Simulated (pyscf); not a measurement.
This saddle point was located with ωB97X-D3(BJ)/def2-SVP in PySCF.

```
W
F 1 1.8291
F 1 1.8532 2 86.79
F 1 1.8534 2 86.82 3 165.69
F 1 1.8646 2 110.78 3 82.80
Se 1 2.3423 2 98.89 3 -97.13
H 6 1.6969 1 75.31 2 179.96
Cl 7 1.5889 6 136.96 1 0.07
```
Charge 0, spin multiplicity 1.

Surface: singlet, charge 0. Lowest wavenumbers (cm⁻¹): 1014i, 66, 121, 162, 171.

Task: What reaction is this the transition state of?

Result: F–W(F)(F)(F)=Se (SMILES [F][W]([F])([F])([F])=[Se]) + HCl (SMILES Cl) <-> F–W(F)(F)(F)(Cl)–SeH (SMILES [F][W]([F])([F])([F])([Cl])[SeH]), an addition across a multiple bond or ene-type step read from left to right: Cl–H broken and H–Se, Cl–W formed. At ωB97M-D3(BJ)/def2-TZVP it lies +29.6 kcal/mol from the left side and +21.8 kcal/mol from the right (each side as separated species at their lowest minima found). On the product side the descent ends in a point that may be a rotor saddle (no frequency run), 1.8 kcal/mol over the lowest minimum found and 21.1 kcal/mol under the saddle at ωB97X-D3(BJ)/def2-TZVP. At ωB97X-D3(BJ)/def2-TZVP the barrier from the zero used here is 23.7 kcal/mol. This is the saddle that the search found; another between the same sides may lie lower. Elements up to Kr have no core potential and no relativistic terms here. Elements past Kr carry the def2 core potentials, without spin-orbit coupling.
